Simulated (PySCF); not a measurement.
# Where the electron goes

Sulfur dioxide, SO2.
Z-matrix (Å and degrees, GFN2-xTB geometry), rows numbered from 1:
```
O 
S   1  1.4343
O   2  1.4341  1  116.36
```

Computed with PySCF, TDDFT B3LYP/def2-SVPD, vertical, gas phase, core orbitals frozen in the response.

Kohn–Sham orbitals with the atoms that hold most of them (Löwdin shares over 4%, at most four atoms; ? is withheld):

| orbital | ε (eV) | atoms |
| --- | --- | --- |
| LUMO+2 | 0.54 | S2 73%, O3 14%, O1 14% |
| LUMO+1 | 0.10 | S2 72%, O3 14%, O1 14% |
| LUMO | -3.95 | ? |
| HOMO | -9.52 | ? |
| HOMO-1 | -10.10 | O3 46%, O1 46%, S2 8% |
| HOMO-2 | -10.59 | O1 44%, O3 44%, S2 12% |
| HOMO-3 | -13.79 | O3 41%, O1 41%, S2 18% |

Q: Which atoms hold the LUMO, and with what shares?

A: S2 (bonded to 2 O) 48%; O1 (bonded to S) 26%; O3 (bonded to S) 26%. By element: oxygen 53%, sulfur 48%.

Q: Which atoms hold the HOMO, and with what shares?

A: S2 (bonded to 2 O) 34%; O1 (bonded to S) 33%; O3 (bonded to S) 33%. By element: oxygen 66%, sulfur 34%.

Q: How does S1 compare with the orbital gap of 5.58 eV?

A: S1 is at 4.11 eV (f = 0.0045), 1.47 eV below the gap, made of HOMO→LUMO (99%). 

Q: Give energy, strength and leading configuration of S1, S2, S3 and S6, and follow the Löwdin shares of the leading atoms from the occupied to the empty orbital.

A: 
- S1 (4.11 eV, f 0.0045), HOMO→LUMO (99%): S2 34% → 48%, O1 33% → 26%
- S2 (4.35 eV, f 0.0000), HOMO-1→LUMO (100%): O3 46% → 26%, O1 46% → 26%, S2 8% → 48%
- S3 (6.34 eV, f 0.061), HOMO-2→LUMO (88%): O1 44% → 26%, O3 44% → 26%, S2 12% → 48%
- S6 (8.55 eV, f 0.043), HOMO→LUMO+1 (94%): S2 34% → 72%, O1 33% → 14%, O3 33% → 14%
